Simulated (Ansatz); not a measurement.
Species: C₂H₄Cl, charge 0, doublet. C2H4Cl (SMILES C[CH]Cl, doublet).
B3LYP-D3(BJ)/def2-TZVP minimum from Ansatz (a quantum-chemistry and plane-wave program):
```
C
H 1 1.0912
H 1 1.0933 2 108.56
H 1 1.0987 2 107.78 3 -115.43
C 1 1.4786 2 109.97 4 -122.43
H 5 1.0789 1 123.97 2 25.15
Cl 5 1.7172 6 114.58 1 -163.45
```
Charge 0, spin multiplicity 2.

Quantity: atomisation energy (electronic, to ground-state atoms), in kJ/mol. UHF or UKS for unpaired electrons; spin-orbit terms are left out. CBS(X,Y): correlation extrapolated as X^-3, Hartree-Fock from the larger set. A bracket is a step between two methods taken in the basis named. Functionals run without relativity, which enters their misses. Double hybrids freeze cores in their MP2 part. 'core' is core correlation in cc-pwCVTZ (1s frozen past Ne), 'X2C' scalar relativity in cc-pVTZ-DK, both at CCSD(T). Where a partner has so few electrons that a lower coupled-cluster level is exact, that level stands in.

CCSD(T)/CBS(cc-pV(T+d)Z,cc-pV(Q+d)Z) + [CCSDT(Q) - CCSD(T)]/cc-pV(D+d)Z + core + X2C (Ansatz) gives 2461.5 kJ/mol.

Task: What does PBE/def2-TZVPD (Ansatz) give here, and how do the other levels compare?

Result: PBE gives 2515.8 kJ/mol, 54.3 kJ/mol above it. Differences of the others: wB97M-V/def2-TZVPD (Ansatz) 1.2; B2PLYP/def2-TZVPD (Ansatz) -34.0; CCSD(T)/CBS(cc-pV(T+d)Z,cc-pV(Q+d)Z) + core + X2C (Ansatz) -1.7 kJ/mol. Nearer than PBE: wB97M-V/def2-TZVPD, B2PLYP/def2-TZVPD, CCSD(T)/CBS(cc-pV(T+d)Z,cc-pV(Q+d)Z) + core + X2C.
